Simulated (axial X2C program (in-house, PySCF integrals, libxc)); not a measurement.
The numbers below are computed, except where a source is named.
PC⁻: input and output of an EOM-EE-CCSD run

Program: an axial X2C code built on PySCF integrals.

Input and command:
```json
{"zs": [15, 6], "q": -1, "bas": ["dyall-av3z", "dyall-av3z"], "r0": 1.69, "eom": "ee", "thr": -2.0, "nmax": 88}
```
```bash
python soeom.py task.json out
```

Keys: zs atomic numbers; q charge; bas basis sets; r0 starting distance in Å; eom kind of EOM run; thr threshold in hartree for freezing inner shells (an s shell follows its p shell); nmax most natural virtual spinors.

Output at R = 1.600 Å (near the PBE0 minimum at charge -1 of the determinant lowest at the starting distance; the state shown can have its own minimum elsewhere), reference PC⁻:

```
two-component X2C + atomic mean field  HF
basis functions 120  fitting functions 631  grid points 4352
iter        total energy     max residual
   1       -379.327540886     6.80e-02
   2       -379.339813183     6.21e-03
   3       -379.340501894     5.67e-03
   4       -379.340886966     1.73e-03
   5       -379.340987393     5.15e-04
   6       -379.341004747     1.79e-04
   7       -379.341006531     6.29e-05
   8       -379.341006750     1.61e-05
   9       -379.341006763     1.08e-05
  10       -379.341006769     7.17e-06
  11       -379.341006774     2.66e-06
  12       -379.341006775     3.27e-07
converged
one-electron -588.03161585  Coulomb 206.91639001  exact exchange -27.94287673  xc functional 0.00000000  nuclear repulsion 29.76621811  atomic mean-field constant -0.04912232
correlated 10  virtual 202  natural virtual 88  E(MP2) -0.311870887  MP2 remainder -0.029647953
iter   CCSD correlation   residual
   1     -0.276738850   1.84e-01
   2     -0.289276634   7.71e-02
   3     -0.292728453   3.03e-02
   4     -0.293165298   1.11e-02
   5     -0.293255240   4.99e-03
   6     -0.293251329   1.53e-03
   7     -0.293253868   6.65e-04
   8     -0.293260504   2.76e-04
   9     -0.293261062   1.13e-04
  10     -0.293260747   4.27e-05
  11     -0.293260604   1.43e-05
  12     -0.293260290   5.69e-06
  13     -0.293260299   2.72e-06
(T) -0.020396632  T1 0.0358  D1 0.0493  max T2 0.082
EOM-EE-CCSD roots
2*Omega      energy/Eh   energy/eV  one-particle weight
    0       0.11702499      3.1844      0.957
    0       0.11836336      3.2208      0.931
    0       0.11840365      3.2219      0.932
    0       0.14295805      3.8901      0.903
    0       0.14614557      3.9768      0.897
    2       0.11704122      3.1849      0.957
    2       0.11858003      3.2267      0.931
    2       0.14168524      3.8555      0.954
    2       0.14295817      3.8901      0.903
    4       0.11876475      3.2318      0.931
    4       0.14149238      3.8502      0.954
    4       0.16390623      4.4601      0.901
    6       0.14130730      3.8452      0.954
```
T1 in the output is the amplitude norm over the root of the electron number; divide by √2 for the Lee–Taylor value.

Reference electrons by ω block (each with its −ω partner): 1/2: 9, 3/2: 2. Root energies count from the CCSD energy of the reference. The reference has large amplitudes (orbital relaxation or multireference character). For an anion, roots above electron detachment are held by the basis set. All roots sought are printed; those with a small one-particle weight need a further excitation, are placed far too high, and may in truth lie low or lowest. Inner shells are frozen, and levels at this size can be off by some tenths of an eV.
